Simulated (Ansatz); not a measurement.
**How methods differ on PHF2 (difluorophosphine)**

PHF2: 4 atoms, total charge 0, spin state singlet. As SMILES, `FPF`. The coordinates come from a GFN2-xTB relaxation.

```xyz
4

F     1.2007    0.6039   -0.2440
P    -0.0208   -0.4330   -0.4600
F    -1.1772    0.6655   -0.1956
H    -0.0027   -0.8363    0.8997
```

Each level gives the energy change with the F1–P2 bond stretched from 1.617 to 2.425 Å (eV). The values are calculated.

| level | kind | program | value (eV) | less FCI/STO-3G | CPU time (all runs) |
| --- | --- | --- | --- | --- | --- |
| SVWN5/STO-3G (restricted) | LDA | Ansatz | 3.09 | +0.93 | 1.4 s |
| revPBE/STO-3G (restricted) | GGA | Ansatz | 2.55 | +0.39 | 2 s |
| B3LYP/STO-3G (restricted) | global hybrid | Ansatz | 3.14 | +0.98 | 2.1 s |
| CAM-B3LYP/STO-3G (restricted) | range-separated hybrid | Ansatz | 3.60 | +1.44 | 2.4 s |
| B2PLYP/STO-3G (restricted) | double hybrid | Ansatz | 3.24 | +1.08 | 2.9 s |
| RPA@PBE/STO-3G (restricted) | RPA | Ansatz | 2.04 | -0.12 | 3.1 s |
| CCSD(T)/STO-3G (restricted) | coupled cluster or CI | Ansatz | 2.15 | -0.01 | 0.38 s |
| CCSDTQ/STO-3G (restricted) | coupled cluster or CI | Ansatz | 2.16 | 0.00 | 20 s |
| FCI/STO-3G | exact in the basis | Ansatz | 2.16 | 0.00 | 0.97 s |

FCI/STO-3G is exact within its basis and frozen core, so for wave-function methods in that basis the difference is their error; functionals converge differently with the basis, so for them it is only a difference. The first shape isn't each level's own minimum. The values span 2.04 to 3.60 eV. All rows use very small basis sets, so none should be taken for the real molecule's value. In so small a basis fixed costs decide the times, and correlated methods can beat functionals. CPU times are rough (shared hosts, several kinds of processor and program).
